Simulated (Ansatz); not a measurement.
`CCC1CO1` + NH₃ → `NC1CO1` + `CC` at 600 K and 1 bar (substitution at a C–C bond).

Calculated with Ansatz (gas phase, PBE0-D4/def2-TZVP geometries, no zero-point term in ΔE). CCSD(T)/CBS adds triple-zeta CCSD(T) − MP2 to the extrapolated MP2 energy (def2 sets, frozen cores). This one scheme is used for every species. Each species was taken in one conformer, which may not be the lowest.

| species | CCSD(T)/CBS energy (Eh) | H − E (kJ/mol) | S (J/(mol·K)) |
| --- | --- | --- | --- |
| `CCC1CO1` | -232.15554 | 356.6 | 397.9 |
| NH₃ | -56.50880 | 112.4 | 219.5 |
| `NC1CO1` | -208.93796 | 239.3 | 338.0 |
| `CC` | -79.71954 | 228.8 | 274.9 |

H − E and S are ideal-gas, rigid-rotor, harmonic terms from PBE0-D4/def2-TZVP, for one conformer and one mirror image of each species. 1 Eh = 2625.50 kJ/mol, R = 8.31446 J/(mol·K).

By hand: ΔE, ΔH, ΔS and ΔG.

ΔE = (-208.93796) + (-79.71954) − (-232.15554) − (-56.50880) = 0.00684 Eh = 18.0 kJ/mol. Δ(H − E) = 239.3 + 228.8 − 356.6 − 112.4 = -0.9, so ΔH = 17.1 kJ/mol. ΔS = 338.0 + 274.9 − 397.9 − 219.5 = -4.5 J/(mol·K). ΔG = 17.1 − 600 × (-4.5)/1000 = 19.8 kJ/mol.

By hand: the equilibrium constant, and the temperature at which ΔG would vanish if ΔH and ΔS stayed fixed.

log₁₀ K = −ΔG/(RT ln 10) = -1.7. ΔH and −TΔS have one sign here, so there is no such temperature. One of them is within its doubt of zero, so this could turn.

The number of gas molecules stays the same, so ΔS is small and ΔH decides. A doubt of 5 kJ/mol in ΔE shifts log₁₀ K by 0.4 here. Other conformers and mirror images would add mixing entropy, several J/(mol·K) or more a flexible species. These are equilibria of isolated gas molecules and say nothing of rates. Largest T1 diagnostic: 0.011 (customary marks: 0.02 for closed shells, 0.045 for open ones).
